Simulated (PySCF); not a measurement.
**MgC−: bond curves at several levels of theory**

One table from this session's results is given with a row withheld; the runs are named, their logs left out.

Computed with PySCF 2.14.0. Level: Mg aug-pcseg-1, C aug-pcseg-1, no relativity.

2 further runs of the same task are left out: 2 set aside as unsound or not needed.

The first run:

Settings of the job:

- atoms: Mg, C
- charge: -1
- basis: Mg aug-pcseg-1, C aug-pcseg-1
- Hamiltonian: no relativity
- basis functions: 37
- electrons treated: 19
- masses in u: 23.9850, 12.0000
- levels: PBE0, PBE, r²SCAN, PBEsol, BP86, TPSS, HF, MP2, SCS-MP2, CCSD, CCSD(T)
- grid: 80 radial by 434 angular points
- occupations: held fixed by the projection of orbital angular momentum
- dissociation limit: Mg + C−, each in its ground configuration
- starting distance in angstrom: 2.165
- values of 2S to try: 1, 3

Run with:

```bash
> OMP_NUM_THREADS=1 python dia.py task.json out
```

Steps of the session up to this table: The job; The PBE0 curve of the state that the search chose; Higher solutions at PBE0; PBE; r²SCAN; PBEsol; BP86; TPSS (meta-GGA); UHF (mean field); MP2 and coupled cluster.

One of the session's tables, all rows but one given; the rest of the session is left out.

It belongs to the step «The curves together». Energy (eV) from each level's lowest point:

```
R (Å)    UHF  UHF-MP2  UHF-SCS-MP2  UHF-CCSD  UHF-CCSD(T)
1.941  0.395    0.437        0.433       n/a          n/a
2.031  0.183    0.212        0.209     0.199        0.197
2.122  0.064    0.081        0.079     0.073        0.071
2.189  0.018    0.028        0.026     0.023        0.022
2.257  0.000    0.003        0.002     0.001        0.000
2.325      ?        ?            ?         ?            ?
2.415  0.029    0.021        0.022     0.022        0.023
2.528  0.087    0.073        0.076     0.076        0.078
2.663  0.177    0.159        0.163     0.161        0.165
2.844  0.308    0.288        0.293       n/a          n/a
```

**Question.** Estimate the row for R (Å) = 2.325.

Worked estimate for «UHF». A straight line through the neighbours (2.257, 0.000) and (2.415, 0.029) gives 0.000 + (0.029 − 0.000) × (2.325 − 2.257) / (2.415 − 2.257) = 0.012; a parabola fitted to 4 rows on both sides gives 0.004.

The run gave: UHF: 0.002; UHF-MP2: 0.000; UHF-SCS-MP2: 0.000; UHF-CCSD: 0.000; UHF-CCSD(T): 0.000. In «UHF» the line misses by +0.010 and the parabola by +0.002.
